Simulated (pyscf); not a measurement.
Elementary routes open to `[SiH3][SiH2][PH2]` in the gas phase (singlet surface):
A. `[SiH3][PH][SiH3]` (Si–Si, H–P broken; P–Si, H–Si formed)
B. `[SiH3][PH2]` + `[SiH2]` [singlet] (P–Si, Si–Si broken; P–Si formed)

Optimised with ωB97X-D3(BJ)/def2-SVP in PySCF. MP2 and CC: frozen core, UHF for open shells. ΔMP2 is the change of the MP2 total energy from the triple- to the quadruple-zeta basis.

Question: Rank the routes by free-energy barrier at 298 K, lowest first, for CCSD(T)/def2-TZVPP + ΔMP2(QZVPP) energies (ideal gas, 1 atm, RRHO with modes under 100 cm⁻¹ raised to 100, one conformer, R ln 2 for chiral ones without a mode under 150 cm⁻¹).

Answer: B (239.3 kJ/mol), A (309.9 kJ/mol)

Route B is the fastest of these, ahead of the next by 70.6 kJ/mol. The most stable products are those of A (ΔG = -19.7 kJ/mol), whose barrier is 70.6 kJ/mol higher: the kinetic and the thermodynamic product differ. At 1200 K B is still the fastest. B: On the product side the descent ends in a bound adduct, 46.4 kJ/mol under the separated species and 27.8 kJ/mol under the saddle at ωB97X-D3(BJ)/def2-TZVP. Only these routes are compared; each barrier is that of the saddle found, and lower ones may exist. The CCSD(T) − MP2 part came from Ansatz, without density fitting, on the same reference.
